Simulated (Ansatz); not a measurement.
For chalcopyrite CdGeAs₂, PBEsol-D3(BJ) in Ansatz (plane waves, PAW) gives:

| Quantity | Result |
|---|---|
| equilibrium lattice constant a | 5.885 Å |
| lattice parameter c | 11.171 Å |
| cohesive energy | 3.41 eV/atom |
| band gap | 0.00 eV |

Problem. What does HSE06 (Ansatz, a first-principles code, plane waves, PAW) give for the same quantities?

Solution. 
- lattice constant a: 5.984 Å (rises by 1.7 %)
- lattice parameter c: 11.316 Å (goes up by 1.3 %)
- cohesive energy: 2.67 eV/atom (falls by 0.74 eV/atom)
- band gap: 0.43 eV (rises by 0.43 eV)

For comparison: lattice constant a 5.943 Å (measured, 298 K, not corrected to a static lattice; as tabulated in Abstract on Scilit: Piezoelectric nonlinear optic CuGaSe2 and CdGeAs2: Crystal …); lattice parameter c 11.216 Å (measured, 298 K, no zero-point or thermal correction; as tabulated in Abstract on Scilit: Piezoelectric nonlinear optic CuGaSe2 and CdGeAs2: Crystal …); band gap 0.57 eV (measured, temperature not stated, not corrected to a static lattice, direct; as tabulated in Rashkeev et al. (1999), arXiv:cond-mat/9809378).

Changes are worked out from the printed values.

Unless a cell is named, each level is at its own relaxed cell (PBEsol-D3(BJ) 24.18, HSE06 25.33 Å³/atom).

Spin–orbit coupling is included only where a level's name says +SOC; with heavier elements it mostly lowers gaps and can invert bands. A gap of zero means that the bands touch or overlap. Density-functional gaps are differences of (generalised) Kohn–Sham levels.

Ansatz's density-functional and Hartree–Fock values are scalar-relativistic unless marked +SOC, with PAW data made under PBE.
